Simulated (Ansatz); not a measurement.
Relaxing BeC

The calculation used Ansatz 0.2.0, DFT PBE, scalar-relativistic, plane waves, PAW. Cutoff 420 eV, Γ-centred k mesh, Gaussian smearing, no spin polarisation in the final step.

The start is a random cell of BeC with space group Pna2_1 (No. 33), drawn with lower limits on the distances.

```yaml
crystal:
  lattice:
    - [4.72677, 0.00000, 0.00000]
    - [0.00000, 3.53065, 0.00000]
    - [0.00000, 0.00000, 4.63961]
  atoms:
    - { symbol: Be, position: [0.62500, 0.64340, 0.45064] }
    - { symbol: Be, position: [0.12500, 0.85660, 0.45064] }
    - { symbol: Be, position: [0.87500, 0.14340, 0.95064] }
    - { symbol: Be, position: [0.37500, 0.35660, 0.95064] }
    - { symbol: C, position: [0.25000, 0.12500, 0.12500] }
    - { symbol: C, position: [0.75000, 0.37500, 0.12500] }
    - { symbol: C, position: [0.25000, 0.62500, 0.62500] }
    - { symbol: C, position: [0.75000, 0.87500, 0.62500] }
```

Cell and atoms relax at zero pressure; the relaxation can't lower the symmetry of the start. After a coarse first stage the cell is made exact in the group found at 0.06 Å.

The zero of energy is the elements' standard structures at the same level; no fitted shifts are applied.

Describe the relaxed structure.

It ends in P-6m2 (No. 187). Conventional cell: a = 2.915 Å, c = 1.899 Å. Be has 2 Be at 1.90 Å and 6 C at 1.93 Å; C has 2 C at 1.90 Å and 6 Be at 1.93 Å.

Space group P-6m2 (No. 187). a = 2.915 Å, b = 2.915 Å, c = 1.899 Å, α = 90.00°, β = 90.00°, γ = 120.00°
```json
{"atom": "Be", "site": "1a", "symmetry": "-6m2", "x": "0.0000", "y": "0.0000", "z": "0.0000"}
{"atom": "C", "site": "1d", "symmetry": "-6m2", "x": "0.3333", "y": "0.6667", "z": "0.5000"}
```

What are its volume, energy, density and gap?

The volume per atom is 6.99 Å³. The density is 2.50 g/cm³, the energy over the elements is 0.89 eV/atom and the gap on the 24×24×28 mesh is 0 eV (a metal).

The final run used a 24×24×28 mesh on its 2-atom cell and 0.10 eV smearing. For metals, differences of a few meV/atom aren't resolved. Symmetry constrained the relaxation, so the result can be a saddle point. The steps took roughly 3 core-minutes in all.